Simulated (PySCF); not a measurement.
C5H7F.
Cartesian coordinates in Å at the PBE0-D3(BJ)/def2-SVP level; atoms count from 1:
```xyz
13
C5H7F angstrom
C      2.3042   -0.7286   -0.6554
C      1.0156   -0.3772   -0.5354
C      0.4349    0.1312    0.6971
C     -0.8498    0.4726    0.9028
C     -1.9722    0.3775   -0.0725
F     -2.7401    1.5184   -0.0249
H      2.7110   -1.0985   -1.5994
H      2.9939   -0.6559    0.1918
H      0.3625   -0.4720   -1.4097
H      1.1302    0.2388    1.5376
H     -1.1449    0.8400    1.8919
H     -1.6198    0.2343   -1.1070
H     -2.6249   -0.4788    0.1836
```

The closed-shell ground state was solved at several levels (PySCF, density fitting, gas phase, non-relativistic).

```csv
level,basis functions,HOMO (eV),LUMO (eV),gap (eV),dipole (D)
CAM-B3LYP/def2-SVPD,179,-8.19,-0.10,8.09,2.03
PBE0/pcSseg-1,137,-6.93,-1.14,5.79,1.94
B3LYP/pcJ-1,232,-6.70,-1.32,5.38,1.92
```

Q: Estimate the row for wB97X-D/pcSseg-2, a basis of 314 functions; the other rows only guide the guess.

A: HOMO -8.68 eV, LUMO 0.54 eV, gap 9.22 eV, dipole 1.91 D.

Q: Over all these levels, which gives the widest orbital gap and which the narrowest?

A: wB97X-D/pcSseg-2 (range-separated hybrid) has the widest, 9.22 eV, and B3LYP/pcJ-1 (global hybrid, 20 % exact exchange) the narrowest, 5.38 eV. Functional and basis both differ between the two, so the spread mixes both effects.

Q: How far do the dipole and the HOMO energy spread over the levels?

A: The dipole runs from 1.91 to 2.03 D (mean 1.95 D) and the HOMO from -8.68 to -6.70 eV.

One conformer stands for the species.
